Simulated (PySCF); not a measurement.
## Sulfur: a sound run and one with changed settings

Sound run: S [Ne] 3s2 3p4, S⁺ [Ne] 3s2 3p3. Computed with PySCF 2.14 in jorge-DZP-DKH, with scalar relativity by spin-free X2C-1e. In the sound run the correlated levels freeze [Ne]. The sound run starts from symmetry-adapted Hartree-Fock orbitals and uses a fine grid where one is needed.

Changed run: basis STO-3G, all-electron and non-relativistic. This setting is unsound on purpose.

```tsv
species	method	sound run (hartree)	changed run (hartree)	converged
S	UHF	-398.57563	-393.13022	yes
S	MN15	-399.27391	-392.65496	yes
S	BP86	-399.23992	-393.68536	yes
S	MP2	-398.66255	-393.13022	yes
S⁺	UHF	-398.23898	-392.92422	yes
S⁺	MN15	-398.89623	-392.39063	yes
S⁺	BP86	-398.85190	-393.41776	yes
S⁺	MP2	-398.30897	-392.92422	yes
```

Ionisation energy of S:

```csv
method,sound run (eV),changed run (eV)
UHF,9.161,5.606
MN15,10.277,7.193
BP86,10.559,7.282
MP2,9.622,5.606
SCS-MP2,9.660,5.606
```

A minimal basis cannot let orbitals breathe on ionisation and holds almost no correlation. The Hamiltonian changed with the basis, so the totals do not compare.

For comparison, NIST gives 10.360 eV between the lowest levels.
